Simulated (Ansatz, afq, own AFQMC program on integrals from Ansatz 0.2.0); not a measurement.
Integrals from Ansatz 0.2.0, then the random walk in our own AFQMC program (afq).

```yaml
crystal:
  periodic: [false, false, false]
  atoms:
    - {symbol: C, position_ang: [-0.011769, 0.000000, 0.594637]}
    - {symbol: C, position_ang: [-0.025439, 0.000000, -0.833034]}
    - {symbol: H, position_ang: [1.109363, -0.000004, 0.611143]}
    - {symbol: H, position_ang: [-0.332990, 0.912927, 1.114803]}
    - {symbol: H, position_ang: [-0.332996, -0.912924, 1.114803]}
basis:
  gaussian: {orbitals: cc-pVDZ}
magnetization: {spin_polarized: true, initial_magnetization: 1}
correlation: {method: ccsd_t, electrons: outside_noble_gas, hamiltonian_folder: ham}
```

```sh
$ ansatz run in.yaml --threads 1 --pin off --events-out ev --progress --plain --max-ram 1843MiB
```

Options of the walk:

```
--method free --trial cisd --walkers 60 --time-step 0.03 --max-blocks 80 --target-error 0.0004 --factor-cut 1e-05 --seed 5888 --times 0,0.21,0.42,0.81,1.2,1.8,2.4,3 --taylor-order 8
```

Times are imaginary, in 1/Eh. The walk had a cap of 1706 s.

```
orbitals 41  electrons 6 5  factors 331 of 392
reference energy -77.33097311 Eh
CCSD correlation -0.26144849 Eh in 17 cycles, weight of the determinant in the CISD state 0.8658
repeat  energy at the last time / Eh  error
    10  -77.599174  0.001203
    20  -77.599575  0.000861
    30  -77.600836  0.000802
    40  -77.601314  0.000818
    50  -77.600843  0.000783
    60  -77.600847  0.000697
    70  -77.600948  0.000643
    80  -77.601030  0.000632
time / (1/Eh)  energy / Eh  error  mean overlap
  0.00  -77.592244  0.000187  1.1544
  0.21  -77.596554  0.000244  1.1573
  0.42  -77.598201  0.000247  1.1667
  0.81  -77.600027  0.000299  1.1615
  1.20  -77.599993  0.000356  1.1784
  1.80  -77.601383  0.000404  1.1726
  2.40  -77.601394  0.000533  1.1803
  3.00  -77.601030  0.000632  1.1938
energy -77.601030 +/- 0.000632 Eh
```

(1) Estimate how long the walk took on 1 thread of Intel Xeon 6975P-C, on a shared host.

The run passed its tests (error under three times the target), which doesn't prove that it has relaxed.

Against this walk (error 17.2 meV) on the same determinant: CCSD(T) 34.3 meV higher (within the noise), the released energy of a separate walk with a CISD trial 17.4 ± 23.8 meV higher (within the noise). The error is statistical, and a free projection of finite length keeps a remainder of its start.

Cautions: remainder of the start not in the error; error above the target (17.2 against 10.9 meV); unrestricted determinant slightly spin contaminated (⟨S²⟩ 0.84 against 0.75).

## Answers

(1) 6.4 min of wall time.

A walk keeps the symmetry of its determinant, which the program's search chose and which needn't be the lowest solution, so a lower state of the same spin and another symmetry isn't excluded.
